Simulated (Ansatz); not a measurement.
**Ladder of methods for the band gap of hexagonal BN**

Reference value: 6.43 eV (measured, zero-temperature vibrational correction of 0.35 eV (computed, DFT) added back here, VBM→CBM, indirect; inputs from Hunt et al. (2020), arXiv:2003.06608).

Q: What do PBE, PBE-D3(BJ), r²SCANh, Hartree–Fock, G0W0@PBE give, and how far is each from the reference?

A: 
| level (code) | value (eV) | cell (Å³/atom) | error (eV) |
|---|---|---|---|
| PBE (Ansatz) | 4.24 (indirect) | 9.13 | -2.19 |
| PBE-D3(BJ) (Ansatz) | 4.23 (indirect) | 9.00 | -2.20 |
| r²SCANh (Ansatz) | 5.60 (indirect) | 9.30 | -0.83 |
| Hartree–Fock (Ansatz) | 13.12 (indirect) | 9.13 | +6.69 |
| G0W0@PBE (Ansatz) | 6.04 (indirect) | 9.04 | -0.39 |

Closest of the ranked levels: G0W0@PBE (-0.39 eV). Among them Hartree–Fock (+6.69 eV) misses by most. Of the ranked levels only G0W0@PBE lands within 0.5 eV.

Density-functional gaps are differences of (generalised) Kohn–Sham levels of a static lattice; semilocal ones lie below quasiparticle gaps as a rule. Measured gaps hold zero-point and thermal shifts unless a correction is named.  r²SCANh: the cell comes from a level without a dispersion term, which matters for the spacing of layers, chains or molecules. G0W0@PBE: the correction to the complete basis was taken at k points off the band edges. Values are at the measured cell; PBE-D3(BJ) at the level's own equilibrium cell; r²SCANh at the level's own relaxed cell. Cutoffs and k meshes differ between the levels. Ansatz's density-functional and Hartree–Fock values are scalar-relativistic unless marked +SOC, with PAW data made under PBE.

Differences are worked out from the printed values.

Ansatz is a quantum-chemistry and plane-wave program.
